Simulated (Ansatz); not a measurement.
A made-up structure of BSiNH6, singlet:

```csv
atom,x (Å),y (Å),z (Å)
N1,-0.8435,0.7676,-1.1669
B2,-0.0385,0.8049,-0.0395
Si3,0.6051,-0.8966,0.8309
H4,-0.4331,0.6644,1.0315
H5,-1.1839,1.5960,-1.6281
H6,0.2567,1.8839,0.3937
H7,0.1124,-2.1139,0.1172
H8,2.0948,-0.9647,0.8534
H9,0.1430,-0.9911,2.2458
```

It is relaxed with PBE-D4/def2-SVP and then PBE0-D4/def2-TZVP (Ansatz 0.2.0). Atoms count as bonded within 1.22 times the sum of their covalent radii (H–H: 0.88 Å). The end point is not checked to be a true minimum.

(1) Does its bonding change? (Judge from chemistry; the calculation decides.)

Results:

(1) Computed: Yes. Formed: Si3–H4; broken: B2–Si3, B2–H4.

Where it ends: The first stage lowers the energy by 2.60 eV in 27 steps. It ends as a complex of BNH₂ ([BH][NH]) + SiH₄:
```
9
angstrom
N -0.4167 1.1830 -1.2781
B -0.4177 2.1034 -0.4573
Si 0.4763 -1.1874 1.1948
H -0.0729 -0.0291 1.9431
H -0.4233 0.4542 -1.9507
H -0.4161 2.9743 0.3261
H -0.5388 -1.6983 0.2402
H 1.7014 -0.7826 0.4625
H 0.8207 -2.2670 2.1576
```

Labels in which every atom is bracketed show which atoms are joined, not bond orders.

For scale, one of the runs: PBE0-D4/def2-TZVP relaxation, 135 basis functions, launched by `ansatz run in.yaml --threads 2 --pin off --events-out ev --progress --plain --max-ram 4352MiB`. Hardware: 2 CPU threads of an Arm Neoverse V1, shared host. Wall time about 24 s.
